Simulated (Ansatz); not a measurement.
This geometry of CH5B + H3P (11 atoms, charge 0, multiplicity 1) is a first-order saddle point.

All numbers below come from Ansatz, RKS B3LYP/6-31G*.

```xyz
11
Properties=species:S:1:pos:R:3
B -0.117 -0.486 0.415
C -0.002 0.235 2.026
H -0.865 0.126 2.690
H 0.919 0.018 2.574
H 0.034 1.273 1.687
H 0.930 -0.326 -0.127
H -1.166 -0.153 -0.046
P -0.422 -2.665 0.515
H -0.417 -2.579 -0.902
H 0.956 -3.019 0.593
H -0.168 -1.141 1.491
```

(1) Which two structures does it join? (They come from a converged band through this point; their orientation in space is the band's.)

(2) How far does it lie above each of them?

Results:

(1) Bonds broken: B1–C2, P8–H11. Bonds formed: B1–P8, C2–H11. CH5B + H3P becomes BH4P + CH4.

Image 0:

```xyz
11
Properties=species:S:1:pos:R:3
B 0.041 0.246 0.511
C 0.038 0.672 2.013
H -0.899 0.482 2.547
H 0.884 0.298 2.601
H 0.153 1.773 1.987
H 1.067 0.015 -0.062
H -0.975 0.221 -0.124
P -0.316 -3.624 0.564
H -0.802 -3.097 -0.666
H 1.038 -3.296 0.269
H -0.547 -2.410 1.275
```

Image 8:

```xyz
11
Properties=species:S:1:pos:R:3
B 0.153 -1.131 -0.694
C -0.217 0.691 3.030
H -0.881 1.271 3.678
H 0.785 0.666 3.465
H -0.176 1.159 2.043
H 1.195 -0.574 -0.527
H -0.818 -0.511 -1.002
P -0.017 -2.934 -0.213
H -0.925 -3.480 -1.151
H 1.180 -3.546 -0.651
H -0.598 -0.329 2.936
```

(2) 1.21 eV above the first and 1.57 eV above the second. This is the barrier of this one path; another mechanism may lie lower. The orbitals stay closed-shell, which can raise the energy where a bond breaks towards radicals; this wasn't checked here.

The run took 4.5 min on 1 thread of Intel(R) Xeon(R) 6975P-C (Granite Rapids) (shared host), peak memory 0.14 GiB.
